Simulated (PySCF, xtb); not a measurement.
Bonds broken one at a time in the series Ga NH2-SiH3. Gas-phase values, no solvent. One relaxed conformer stands for each flexible species; it need not be the lowest. Strings in code marks are SMILES.

Quantity: homolytic bond dissociation enthalpy at 298 K (no spin–orbit term), in kJ/mol. Enthalpy corrections at 298 K come from GFN2-xTB frequencies (xtb).

Level 1: B3LYP/3-21G // r2SCAN-D4/def2-TZVP (PySCF)
Level 2: M06-2X/6-31G* // r2SCAN-D4/def2-TZVP (PySCF)
Level 3: PBE/6-31G* // r2SCAN-D4/def2-TZVP (PySCF)
Level 4: HF/3-21G // r2SCAN-D4/def2-TZVP (PySCF)

```tsv
species	level 1	level 2	level 3	level 4
Ga–Si bond of `[NH2][Ga]([NH2])[SiH3]`, giving `[NH2][Ga][NH2]` and `[SiH3]`	[?]	284.9	279.9	[?]
N–Ga bond of `[NH2][Ga]([NH2])[NH2]`, giving `[NH2]` and `[NH2][Ga][NH2]`	[?]	372.1	342.5	349.0
N–Ga bond of `[NH2][Ga]([NH2])[SiH3]`, giving `[NH2]` and `[NH2][Ga][SiH3]`	453.8	370.3	349.4	346.1
```

Question: Some entries are withheld; supply them.

Answer: 
- Ga–Si bond of `[NH2][Ga]([NH2])[SiH3]`, giving `[NH2][Ga][NH2]` and `[SiH3]`, level 1: 329.6
- Ga–Si bond of `[NH2][Ga]([NH2])[SiH3]`, giving `[NH2][Ga][NH2]` and `[SiH3]`, level 4: 265.5
- N–Ga bond of `[NH2][Ga]([NH2])[NH2]`, giving `[NH2]` and `[NH2][Ga][NH2]`, level 1: 441.4
